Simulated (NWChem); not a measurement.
**Basis-set dependence for ethanethiol (C$_{2}$H$_{6}$S)**

SMILES: CCS
```xyz
9

C     -1.4828     0.7695    -0.2516
C     -0.5455    -0.4168    -0.4452
S      1.0731    -0.2620     0.4140
H     -2.4515     0.5832    -0.7463
H     -1.0578     1.6896    -0.6848
H     -1.6695     0.9571     0.8169
H     -0.9823    -1.3347    -0.0204
H     -0.3659    -0.6175    -1.5130
H      1.5271     0.7979    -0.2957
```
Charge 0, spin multiplicity 1.

All runs are NWChem calculations. Structure: optimised with B3LYP/def2-SVP, a minimum by its harmonic frequencies. It is one conformer; others weren't searched.

Hartree-Fock energies in Ha, correlation energies in mHa.

The correlated methods keep 7 core orbitals frozen. The Pople sets run with spherical d functions. Coupled-cluster values serve here as a point of comparison, not as the truth.

| basis | functions | RHF | MP2 | SCS-MP2 | CCSD | CCSD+T(CCSD) | CCSD(T) |
|---|---|---|---|---|---|---|---|
| def2-SVP | 76 | -476.57463 | -427.9 | -431.2 | -475.4 | -489.0 | -488.7 |
| 6-311G** | 98 | -476.78420 | -448.1 | -450.7 | -493.6 | -509.8 | -509.4 |
| def2-TZVP | 135 | -476.79843 | -518.3 | -522.2 | not run | not run | not run |

From 6-311G** to def2-TZVP the Hartree-Fock energy moves by -14.2 mHa and the MP2 correlation energy by -70.2 mHa, which is 14 % of its value in the larger set.
